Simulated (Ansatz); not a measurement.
# BF (singlet): wave-function methods side by side at distance B1–F2 = 1.019 Å, cc-pVDZ

One table from this session's results is given with a row withheld; the runs are named, their logs left out.

The runs use Ansatz 0.2.0, Gaussian basis; cc-pVDZ, core rule «outside noble gas», up to 2 orbitals frozen.

The runs, in order: UHF; CCSD(T) on RHF; BCCD(T) on RHF; CISD; CCSDT(Q) on RHF; CCSDTQ on RHF; CASSCF and MRCISD+Q, 2 electrons in 2 orbitals; CASSCF and NEVPT2, 2 electrons in 2 orbitals.

32 further runs of the same task are left out: 14 for a known fault of the program, 14 that didn't finish, 4 set aside as unsound or not needed.

### The geometry

The geometry derives from a PBE0/def2-TZVP stationary point (not a proven minimum). One bond is set to the value named and the two fragments are kept rigid.

2 atoms, charge 0, spin multiplicity 1.

Atoms are counted from 1 here; the program's logs count them from 0.

Bond lengths: B1–F2 1.019 Å.

Coordinates:

```
B     0.00000    0.00000    0.00000
F     0.00000    0.00000    1.01900
```

The first run:

Contents of in.yaml:

```yaml
crystal:
  periodic: [false, false, false]
  atoms:
    - {symbol: B, position_ang: [0.000000, 0.000000, 0.000000]}
    - {symbol: F, position_ang: [0.000000, 0.000000, 1.019000]}
basis:
  gaussian: {orbitals: cc-pVDZ}
magnetization: {spin_polarized: true, initial_magnetization: 0}
hamiltonian: {xc: hf}
output: {orbitals: {seedname: orbitals}}
```

Run with:

```bash
$ ansatz run in.yaml --threads 1 --pin off --events-out ev --progress --plain --max-ram 2393MiB
```

Steps of the session up to this table: UHF; CCSD(T) on RHF; BCCD(T) on RHF; CISD; CCSDT(Q) on RHF; CCSDTQ on RHF; CASSCF and MRCISD+Q, 2 electrons in 2 orbitals; CASSCF and NEVPT2, 2 electrons in 2 orbitals.

One table of the session follows, with a row left open; its other results are not shown here.

| method | from RCCSDTQ (kJ/mol) |
| --- | --- |
| RHF | +682.0 |
| RMP2 | +53.9 |
| CISD | +50.4 |
| RCCSD | +14.4 |
| RCCSD(T) | +1.8 |
| BCCD(T) | +1.5 |
| RCCSDT | ? |
| RCCSDT(Q) | 0.0 |
| RCCSDTQ | 0 |
| CASSCF pair | +641.8 |
| NEVPT2 pair | +56.2 |
| MRCISD pair | +42.6 |
| MRCISD+Q pair | +6.8 |

Estimate the missing values for RCCSDT.

As computed: from RCCSDTQ (kJ/mol): +1.0. In the column «from RCCSDTQ (kJ/mol)» it lies between RCCSDTQ (0) and BCCD(T) (+1.5).
